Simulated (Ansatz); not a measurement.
# Si2NH5 (SMILES N1[SiH2][SiH2]1): one structure at several levels

The atoms stand at a structure displaced at random from a GFN2-xTB minimum. How far do the functionals agree with CCSD(T) there?

The runs use Ansatz 0.2.0, Gaussian basis; single points in def2-TZVPP.

Cores are frozen in the correlated methods. B3LYP uses VWN-RPA correlation.

### 1 Starting geometry

SMILES `N1[SiH2][SiH2]1`, 8 atoms, charge 0, spin multiplicity 1.

Atoms are counted from 1 here; the program's logs count them from 0.

Bond lengths: N1–Si2 1.915 Å, N1–Si3 1.764 Å, N1–H4 0.890 Å, Si2–Si3 2.379 Å, Si2–H5 1.414 Å, Si2–H6 1.497 Å, Si3–H7 1.270 Å, Si3–H8 1.589 Å. Angles: Si2–N1–Si3 80.5°, Si2–N1–H4 143.5°, Si3–N1–H4 136.0°, N1–Si2–Si3 47.0°, N1–Si2–H5 106.9°, N1–Si2–H6 117.8°, Si3–Si2–H5 118.3°, Si3–Si2–H6 128.6°, H5–Si2–H6 113.1°, N1–Si3–Si2 52.5°, N1–Si3–H7 123.0°, N1–Si3–H8 111.8°, Si2–Si3–H7 124.3°, Si2–Si3–H8 116.8°, H7–Si3–H8 114.2°.

Coordinates:

```
atom     x (Å)     y (Å)     z (Å)
  N1  -0.70180  -0.27230  -0.62960
 Si2   0.12190   1.24350   0.20080
 Si3   0.55450  -1.09410   0.29740
  H4  -1.33900  -0.51640  -1.20080
  H5   0.73160   1.99650  -0.82920
  H6  -0.71630   2.07600   1.12020
  H7   1.55440  -1.66040  -0.24400
  H8  -0.04780  -1.88300   1.53850
```

### 2 CCSD(T)/def2-TZVPP

File run/in.yaml:

```yaml
crystal:
  periodic: [false, false, false]
  atoms:
    - {symbol: N, position_ang: [-0.701800, -0.272300, -0.629600]}
    - {symbol: Si, position_ang: [0.121900, 1.243500, 0.200800]}
    - {symbol: Si, position_ang: [0.554500, -1.094100, 0.297400]}
    - {symbol: H, position_ang: [-1.339000, -0.516400, -1.200800]}
    - {symbol: H, position_ang: [0.731600, 1.996500, -0.829200]}
    - {symbol: H, position_ang: [-0.716300, 2.076000, 1.120200]}
    - {symbol: H, position_ang: [1.554400, -1.660400, -0.244000]}
    - {symbol: H, position_ang: [-0.047800, -1.883000, 1.538500]}
basis:
  gaussian: {orbitals: def2-TZVPP}
correlation: {method: ccsd_t}
output: {forces: true}
```

The command line of these runs was not kept.

### 3 PBE0-D4/def2-TZVPP

run/in.yaml, as its differences from that of step 2:

```diff
@@ -13,3 +13,3 @@
   gaussian: {orbitals: def2-TZVPP}
-correlation: {method: ccsd_t}
-output: {forces: true}
+hamiltonian: {xc: pbe0, dispersion: d4}
+output: {forces: true, orbitals: {seedname: orbitals}}
```

### 4 wB97M-V/def2-TZVPP

run/in.yaml, as its differences from that of step 3:

```diff
@@ -13,3 +13,3 @@
   gaussian: {orbitals: def2-TZVPP}
-hamiltonian: {xc: pbe0, dispersion: d4}
-output: {forces: true, orbitals: {seedname: orbitals}}
+hamiltonian: {xc: {name: wB97M-V}}
+output: {forces: true}
```

### 5 r2SCAN-D4/def2-TZVPP

run/in.yaml, as its differences from that of step 4:

```diff
@@ -13,3 +13,3 @@
   gaussian: {orbitals: def2-TZVPP}
-hamiltonian: {xc: {name: wB97M-V}}
+hamiltonian: {xc: r2scan, dispersion: d4}
 output: {forces: true}
```

### 6 PBE-D4/def2-TZVPP

run/in.yaml, as its differences from that of step 5:

```diff
@@ -13,3 +13,3 @@
   gaussian: {orbitals: def2-TZVPP}
-hamiltonian: {xc: r2scan, dispersion: d4}
+hamiltonian: {xc: pbe, dispersion: d4}
 output: {forces: true}
```

### 7 B3LYP-D4/def2-TZVPP

run/in.yaml, as its differences from that of step 6:

```diff
@@ -13,3 +13,3 @@
   gaussian: {orbitals: def2-TZVPP}
-hamiltonian: {xc: pbe, dispersion: d4}
+hamiltonian: {xc: {name: B3LYP}, dispersion: d4}
 output: {forces: true}
```

### 8 LC-wPBE/def2-TZVPP

run/in.yaml, as its differences from that of step 7:

```diff
@@ -13,3 +13,3 @@
   gaussian: {orbitals: def2-TZVPP}
-hamiltonian: {xc: {name: B3LYP}, dispersion: d4}
+hamiltonian: {xc: {name: LC-wPBE}}
 output: {forces: true}
```

(Steps that only read results are left out.)

What does the calculation give? Wanted: energy less free atoms, CCSD(T)/def2-TZVPP; RMS force component; RMS force error; HOMO and LUMO, PBE0-D4; T1 diagnostic.

The runs gave:

| quantity | value |
| --- | --- |
| energy less free atoms, CCSD(T)/def2-TZVPP | -2221.6 kJ/mol |
| RMS force component | 3.522 to 3.665 eV/Å over the methods |
| RMS force error | PBE0-D4 0.108, wB97M-V 0.071, r2SCAN-D4 0.068, PBE-D4 0.132, B3LYP-D4 0.045, LC-wPBE 0.195 eV/Å |
| HOMO and LUMO, PBE0-D4 | -6.95 and -0.87 eV |
| T1 diagnostic | 0.014 |

**Reading.** Against CCSD(T) the functionals' energies less atoms differ by -88.3 to -44.0 kJ/mol, PBE-D4 by -83.6 kJ/mol. CCSD(T) in triple zeta still lacks some correlation energy of the bonds, so part of these gaps is its own basis error and they don't rank the functionals. On forces the order runs from B3LYP-D4 to LC-wPBE. Frozen-core CCSD(T) forces in triple zeta carry basis errors of their own, and this is one geometry, so small gaps rank nothing.
